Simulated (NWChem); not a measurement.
All runs are NWChem calculations. System: BCl3, charge 0, spin multiplicity 1, at a geometry optimised with PBE0/def2-SVP. The structure started from a generated list of species. Level: CR-EOMCCSD(T)/def2-SVP, 16 core orbitals frozen.

The NWChem input:

```
start mol
memory heap 100 mb stack 700 mb global 1900 mb
geometry units angstroms nocenter noautoz
  B      0.000000     0.000000     0.000000
  Cl     0.000000     0.000000     1.742063
  Cl     1.508667     0.000000    -0.871031
  Cl    -1.508667     0.000000    -0.871031
  symmetry group C2v
end
basis spherical
  * library def2-svp
end
scf
  rhf
  nopen 0
  maxiter 100
  thresh 1e-7
  semidirect memsize 60000000 filesize 0
end
tce
  freeze core 16
  creomsd(t)
  nroots 1
  2eorb
  2emet 13
  thresh 1e-5
  maxiter 200
  tilesize 24
end
task tce energy
```

Output (cleaned and shortened):

```
             Northwest Computational Chemistry Package (NWChem) 7.3.0
             --------------------------------------------------------

                                NWChem Input Module
                                -------------------

 Scaling coordinates for geometry "geometry" by  1.889725989
 (inverse scale =  0.529177249)

 Turning off AUTOSYM since
 SYMMETRY directive was detected!

                             Geometry "geometry" -> ""
                             -------------------------

 Output coordinates in angstroms (scale by  1.889725989 to convert to a.u.)

  No.       Tag          Charge          X              Y              Z
 ---- ---------------- ---------- -------------- -------------- --------------
    1 B                    5.0000     0.00000000     0.00000000     0.00000000
    2 Cl                  17.0000     0.00000000     0.00000000     1.74206300
    3 Cl                  17.0000     1.50866700     0.00000000    -0.87103100
    4 Cl                  17.0000    -1.50866700     0.00000000    -0.87103100

 Effective nuclear repulsion energy (a.u.)     229.5135857618

            Nuclear Dipole moment (a.u.)
            ----------------------------
        X                 Y               Z
 ---------------- ---------------- ----------------
     0.0000000000     0.0000000000     0.0000321253

      Symmetry information
      --------------------

 Group name             C2v
 Group number             16
 Group order               4
 No. of unique centers     3

      Symmetry unique atoms

     1    2    3


 Summary of "ao basis" -> "" (spherical)
 ------------------------------------------------------------------------------
       Tag                 Description            Shells   Functions and Types
 ---------------- ------------------------------  ------  ---------------------
 *                          def2-svp                  on all atoms

 Summary of "ao basis" -> "ao basis" (spherical)
 ------------------------------------------------------------------------------
       Tag                 Description            Shells   Functions and Types
[...]
    29b2  (alpha) ---    26a2  (alpha)       -0.9054397883
    36b2  (alpha) ---    26a2  (alpha)        0.1218373158

 Doubles contributions
    29b2  (alpha)    29b2  (beta ) ---    26a2  (alpha)    23b2  (beta )        0.1071101934
    29b2  (alpha)    29b2  (beta ) ---    23b2  (alpha)    26a2  (beta )        0.1071101934
======= CR-EOMCCSD(T) calculation ======
corresponding R0 value =     0.000000

CR-EOMCCSD(T) Intermediates cpu wall time             0.6            0.6
 creom_N i2_1 nr of boxes                   168
 creom_N i2_2 nr of boxes                   168
 creom_N i2_3 nr of boxes                   168
 creom_N i2_4 nr of boxes                   168

CR-EOMCCSD(T) triples loop cpu wall             2.0            2.0

 CR-EOMCCSD(T)  total energy / hartree       =     -1403.090532700167387
 CR-EOMCCSD(T)  excitation energy (eV)       =      7.75141

 =========================================
 Excited-state calculation ( b2  symmetry)
 =========================================
 Dim. of EOMCC iter. space      500

 EOMCCSD SOLVER TYPE  1
  maxdiff =   0.58156863281739202

 No. of initial right vectors    1

 EOM-CCSD right-hand side iterations
 --------------------------------------------------------------
      Residuum       Omega / hartree  Omega / eV    Cpu    Wall
 --------------------------------------------------------------

 Iteration   1 using    1 trial vectors
   0.5995035306221   0.4044873281202   11.00666     0.4     0.4

 Iteration   2 using    2 trial vectors
   0.1112272112944   0.2812961687391    7.65446     0.3     0.3

 Iteration   3 using    3 trial vectors
   0.0451862908788   0.2760161841436    7.51079     0.2     0.2

 Iteration   4 using    4 trial vectors
   0.0160777752102   0.2749159441454    7.48085     0.3     0.3

 Iteration   5 using    5 trial vectors
   0.0057837634225   0.2745602068471    7.47117     0.3     0.3

 Iteration   6 using    6 trial vectors
   0.0023039037394   0.2744946913440    7.46938     0.3     0.3

 Iteration   7 using    7 trial vectors
   0.0017389035321   0.2744945485975    7.46938     0.3     0.3

 Iteration   8 using    8 trial vectors
   0.0010897295754   0.2744955419108    7.46941     0.3     0.3

 Iteration   9 using    9 trial vectors
   0.0003812380016   0.2744941027659    7.46937     0.3     0.3

 Iteration  10 using   10 trial vectors
   0.0001349459676   0.2744949806496    7.46939     0.3     0.3

 Iteration  11 using   11 trial vectors
   0.0000736095186   0.2744956521824    7.46941     0.3     0.3

 Iteration  12 using   12 trial vectors
   0.0000436481342   0.2744954722021    7.46941     0.3     0.3

 Iteration  13 using   13 trial vectors
   0.0000192013460   0.2744953518179    7.46940     0.2     0.2

 Iteration  14 using   14 trial vectors
   0.0000099815872   0.2744953354266    7.46940     0.2     0.2
 --------------------------------------------------------------
 Iterations converged
 ------------------

 Excited state root  1
 Excitation energy / hartree =        0.274495335426637
                   / eV      =        7.469401299896591
 largest EOMCCSD amplitudes: R1 and R2

 Singles contributions
    29b2  (alpha) ---    24a1  (alpha)       -0.9239036767
    36b2  (alpha) ---    24a1  (alpha)        0.1193331469

 Doubles contributions
======= CR-EOMCCSD(T) calculation ======
corresponding R0 value =     0.000000

CR-EOMCCSD(T) Intermediates cpu wall time             0.5            0.5
 creom_N i2_1 nr of boxes                   168
 creom_N i2_2 nr of boxes                   168
 creom_N i2_3 nr of boxes                   168
 creom_N i2_4 nr of boxes                   168

CR-EOMCCSD(T) triples loop cpu wall             1.8            1.8

 CR-EOMCCSD(T)  total energy / hartree       =     -1403.104524756615092
 CR-EOMCCSD(T)  excitation energy (eV)       =      7.37067

 Task  times  cpu:       31.7s     wall:       31.7s

 Total times  cpu:       31.7s     wall:       31.7s
```
